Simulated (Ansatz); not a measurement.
CH5, doublet: from triple and quadruple zeta to the limit

```tsv
atom	x (Å)	y (Å)	z (Å)
H	-1.8706	0.0000	0.0000
H	-1.0596	0.0000	0.0000
C	0.1964	0.0000	0.0000
H	0.1964	-1.0800	0.0000
H	0.1964	0.5400	0.9353
H	0.1964	0.5400	-0.9353
```

Ansatz 0.2.0, UHF determinant, valence electrons correlated. Energies in eV.

| set | X | functions | Hartree–Fock | MP2 correlation | CCSD(T) correlation | time |
| --- | --- | --- | --- | --- | --- | --- |
| def2-TZVPP | 3 | 101 | -1106.1950 | -5.6791 | -6.5776 | 2.6 s on 1 × NVIDIA H100 80GB HBM3 with 1 thread of AMD EPYC 7R13 Processor (Zen 3), on a shared host |
| def2-QZVPP | 4 | 207 | -1106.2694 | -6.0175 | -6.8641 | 3.9 s on 1 × NVIDIA H100 80GB HBM3 with 1 thread of AMD EPYC 7R13 Processor (Zen 3) (shared host) |

Hartree–Fock is taken to follow E(X) = E∞ + A·exp(−7.88·√X), correlation E(X) = E∞ + B·X^−2.97.

Work out the CCSD(T) energy at the limit, and how far the shortcut misses it that extrapolates MP2 and adds CCSD(T) minus MP2 from the smaller set.

Hartree–Fock: E∞ = E4 + 0.1377·(E4 − E3) = -1106.2796. Correlation: E∞ = E4 + 0.7407·(E4 − E3) = -7.0763 for CCSD(T) and -6.2682 for MP2. The limit is -1113.3559 eV, 0.222 eV below def2-QZVPP. The shortcut gives a correlation energy of -6.2682 + (-0.8985) = -7.1667, 90 meV lower than the direct value.
